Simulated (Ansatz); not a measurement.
# B2Cl (quartet): wave-function methods side by side, def2-TZVPP

One table from this session's results is given with a row withheld; the runs are named, their logs left out.

Program: Ansatz 0.2.0, Gaussian basis. Level of theory: def2-TZVPP, core rule «outside noble gas», up to 7 orbitals frozen. These are calculated values, not measurements.

The runs, in order: UHF; ROHF; CCSD(T) on UHF.

**What is computed**

The geometry is a PBE0/def2-TZVP stationary point (not a proven minimum).

3 atoms, charge 0, spin multiplicity 4.

Atoms are counted from 1 here; the program's logs count them from 0.

Bond lengths: B1–B2 1.516 Å, B2–Cl3 1.683 Å. Angles: B1–B2–Cl3 180.0°.

Set-up of the first run:

in.yaml reads:

```yaml
crystal:
  periodic: [false, false, false]
  atoms:
    - {symbol: B, position_ang: [0.000000, 0.000000, -1.572000]}
    - {symbol: B, position_ang: [0.000000, 0.000000, -0.055600]}
    - {symbol: Cl, position_ang: [0.000000, 0.000000, 1.627600]}
basis:
  gaussian: {orbitals: def2-TZVPP}
magnetization: {spin_polarized: true, initial_magnetization: 3}
hamiltonian: {xc: hf}
output: {orbitals: {seedname: orbitals}}
```

On the command line:

```bash
ansatz run in.yaml --threads 1 --pin off --events-out ev --progress --plain --max-ram 2560MiB --backend cpu
```

Steps of the session up to this table: UHF; ROHF; CCSD(T) on UHF.

One table of the session follows, with a row left open; its other results are not shown here.

It belongs to the step «Misses and costs». 

| method | from UCCSD(T) (kcal/mol) |
| --- | --- |
| ROHF | +223.82 |
| UHF | ? |
| UMP2 | +29.94 |
| UCCSD | +10.21 |
| UCCSD(T) | 0 |

**Question.** Estimate the row for UHF.

**Answer.** from UCCSD(T) (kcal/mol): +222.79. In the column «from UCCSD(T) (kcal/mol)» it lies between UMP2 (+29.94) and ROHF (+223.82).

With the free atoms at the same levels and basis (separate runs), the atomisation energy is 7.745 eV at UCCSD(T), 7.088 eV at ROHF.
